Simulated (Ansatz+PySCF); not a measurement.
The numbers below are computed, except where a source is named.
## PySCF 2.14.0 run

```python
from pyscf import gto, scf, cc

mol = gto.M(atom="""
C 0.000000 0.000000 0.000000
H 1.853320 0.000000 1.070020
H -1.853320 0.000000 1.070020
""", basis='6-31g', charge=0, spin=2)
mf = scf.UHF(mol)
mf.kernel()
mycc = cc.CCSD(mf, frozen=1).run()
et = mycc.ccsd_t()
print(mf.e_tot, mycc.e_corr, et, mycc.e_tot + et)
```

The script is written out from the run's settings.

The run gave:

```
Converged                       : yes
Reference energy                : -38.65488 hartree
CCSD correlation energy         : -0.08213 hartree
Triples correction              : -0.00543 hartree
Total energy                    : -38.74243 hartree
Spin squared of the determinant : 2.729
```

The reference isn't the lowest determinant (another lies 0.65 eV lower), but the same method gives a higher total on the lower determinant. Caution: large amplitudes, a single reference is doubtful; the unrestricted determinant is spin contaminated.
